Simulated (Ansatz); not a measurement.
A made-up structure of CH8NSi (charge +1), closed shell:

```tsv
atom	x (Å)	y (Å)	z (Å)
C1	1.3567	0.1916	-0.1134
N2	-1.4702	0.0473	-0.3448
Si3	0.1273	-0.3043	0.5807
H4	2.2357	-0.0474	0.4823
H5	1.4275	-0.2891	-1.0875
H6	1.2772	1.2698	-0.2401
H7	0.0579	0.2727	1.8763
H8	0.2470	-1.7022	0.8002
H9	-2.1868	-0.3549	0.2595
H10	-1.4744	1.0655	-0.4055
H11	-1.3271	-0.4373	-1.2309
```

It is relaxed with PBE-D4/def2-SVP and then PBE0-D4/def2-TZVP (Ansatz 0.2.0). Atoms count as bonded within 1.22 times the sum of their covalent radii (H–H: 0.88 Å). The end point is not checked to be a true minimum.

Question: Does its bonding change? (A judgement: the text doesn't fix the answer.)

Answer: The calculation gives: No: no bond forms or breaks.

Where it ends: The first stage lowers the energy by 3.08 eV in 6 steps. It ends as CH₈NSi ([CH3][SiH2][NH3]), total charge +1:
C1  (1.534, 0.261, -0.209)
N2  (-1.447, 0.004, -0.262)
Si3  (0.115, -0.400, 0.753)
H4  (2.454, 0.047, 0.345)
H5  (1.627, -0.215, -1.187)
H6  (1.477, 1.344, -0.337)
H7  (-0.206, 0.289, 2.017)
H8  (0.001, -1.868, 0.841)
H9  (-2.291, -0.332, 0.205)
H10  (-1.566, 1.008, -0.403)
H11  (-1.427, -0.428, -1.187)
(Å)

Labels in which every atom is bracketed show which atoms are joined, not bond orders.

For scale, one of the runs: PBE0-D4/def2-TZVP relaxation, 147 basis functions, launched by `ansatz run in.yaml --threads 2 --pin off --events-out ev --progress --plain --max-ram 4352MiB`. The run took about 21 s on 2 CPU threads of an Intel Xeon (shared host).
